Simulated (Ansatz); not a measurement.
```yaml
crystal:
  periodic: [false, false, false]
  atoms:
    - {symbol: Si, position_ang: [0.919456, 0.441767, -0.253821]}
    - {symbol: Si, position_ang: [-1.003406, 1.566173, -0.272432]}
    - {symbol: Si, position_ang: [-0.874206, -0.870682, -0.486661]}
    - {symbol: H, position_ang: [-1.354627, -1.700995, 0.705539]}
    - {symbol: H, position_ang: [2.312783, 0.563747, 0.307376]}
basis:
  gaussian: {orbitals: aug-cc-pVDZ, nuclear_model: gaussian}
total_charge: -1
magnetization: {spin_polarized: true, initial_magnetization: 1}
hamiltonian: {xc: {name: B97M-V}}
accuracy: high
scf: {lower_state_search: off}
```

```sh
$ ansatz run in.yaml --threads 4 --pin off --events-out ev --progress --plain --max-ram 3916MiB
```

It prints (some lines left out):

```
Functional definition: B97M-V
1901 factors; integrals over basis functions are off by at most 3.7e-9 eV
mean field evaluation 1: about -23657.2846 eV, gradient 9.1e0 eV
mean field evaluation 2: about -23656.4298 eV, gradient 1.3e1 eV
mean field evaluation 4: about -23658.1541 eV, gradient 2.5e0 eV
mean field evaluation 8: about -23658.2212 eV, gradient 1.1e-1 eV
mean field evaluation 16: about -23658.2214 eV, gradient 8.2e-4 eV
mean field evaluation 32: about -23658.2214 eV, gradient 4.1e-8 eV
mean field -23658.22142493 eV, -869.4236012478 hartree, gradient 4.1e-8 eV, S^2 0.759485; 0 other end points of the search recorded, 0 dependent functions left out
reference -23658.22143055 eV, -869.4236014543 hartree; 23, 22 occupied and 76, 77 virtual orbitals, 1901 factors
Total energy: -23658.22143055 eV, -869.4236014543 hartree
Checks for a lower state left out: stability, starts, cluster_reference, orbital_swaps, neighbouring_geometries, increment
```

It took 20 s on 4 threads of Arm Neoverse V1 on a shared host.
